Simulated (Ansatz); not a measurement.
Ansatz (a program for electronic structure) input file for CHO, SMILES [CH]=O, multiplicity 2, PBE0/def2-TZVPD. The structure is a stationary point at PBE0-D3(BJ)/def2-TZVPD. The isomer is the one that the SMILES or the coordinates give; other isomers of the formula were not compared.

Ansatz 0.2 input:
```yaml
crystal:
  periodic: [false, false, false]
  atoms:
    - {symbol: C, position_ang: [-0.17277309, -0.55766622, 0.00000000]}
    - {symbol: O, position_ang: [0.05358949, 0.58904241, 0.00000000]}
    - {symbol: H, position_ang: [0.60792262, -1.36634195, 0.00000000]}
basis:
  gaussian:
    orbitals: def2-TZVPD
hamiltonian:
  xc: {name: PBE0}
magnetization: {spin_polarized: true, initial_magnetization: 1}
```

It prints:

```
WARN ansatz: RAYON_NUM_THREADS=1 ignored (pool sized by the plan → 1); use --threads N
Functional definition: PBE0
integrals: 0.01 GiB planned
409 factors; their error is unknown
mean field: 0.20 GiB planned
mean field evaluation 1: about -3093.8269 eV, gradient 2.5e1 eV
mean field evaluation 2: about -3089.2775 eV, gradient 4.4e1 eV
mean field evaluation 4: about -3095.8875 eV, gradient 9.9e-1 eV
mean field evaluation 8: about -3095.9001 eV, gradient 3.1e-2 eV
mean field evaluation 16: about -3095.9002 eV, gradient 3.3e-5 eV
mean field -3095.90015418 eV, -113.7722321898 hartree, gradient 3.3e-5 eV, S^2 0.754110; 0 other end points of the search recorded, 0 dependent functions left out
reference -3095.90018256 eV, -113.7722332326 hartree; 8, 7 occupied and 78, 79 virtual orbitals, 409 factors
Total energy: -3095.90018256 eV, -113.7722332326 hartree
```

The run converged.
